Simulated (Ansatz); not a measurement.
This geometry of CH5B + ClH (9 atoms, charge 0, multiplicity 1) is a first-order saddle point.

Method: Ansatz 0.2.0, RKS PBE0-D4/6-31G*.

```xyz
9
Properties=species:S:1:pos:R:3
B -0.044 -0.133 0.115
H -0.197 0.082 1.357
H 1.056 0.191 -0.212
C -1.356 0.017 -0.725
H -2.229 -0.464 -0.274
H -1.584 1.088 -0.825
H -1.228 -0.380 -1.738
Cl 0.252 -2.275 0.530
H -0.016 -1.050 1.300
```

**Question.** Which two structures does it join? (They come from a converged band through this point; their orientation in space is the band's.)

**Answer.** Bonds broken: B1–H2, Cl8–H9. Bonds formed: B1–Cl8, H2–H9. CH5B + ClH becomes CH4BCl + H2.

Initial state:

```xyz
9
Properties=species:S:1:pos:R:3
B -0.228 0.234 0.134
H -0.423 0.504 1.291
H 0.905 0.273 -0.264
C -1.424 0.104 -0.865
H -2.350 -0.269 -0.418
H -1.636 1.136 -1.196
H -1.197 -0.465 -1.772
Cl 0.097 -2.382 0.839
H 0.911 -2.059 1.780
```

Final state:

```xyz
9
Properties=species:S:1:pos:R:3
B -0.007 -0.759 -0.631
H -0.046 0.444 2.447
H 1.036 -0.184 -0.753
C -1.380 -0.074 -0.883
H -2.252 -0.688 -0.642
H -1.436 0.873 -0.330
H -1.436 0.209 -1.946
Cl 0.112 -2.453 -0.175
H 0.064 -0.292 2.443
```

**Question.** How far does it lie above each of them?

**Answer.** 34.1 kJ/mol above the first and 127.8 kJ/mol above the second. This is the barrier of this one path; another mechanism may lie lower. The orbitals stay closed-shell, which can raise the energy where a bond breaks towards radicals; this wasn't checked here.

Time of the run: 2.7 min on 1 thread of Arm Neoverse V2, on a shared host, peak memory 0.12 GiB.
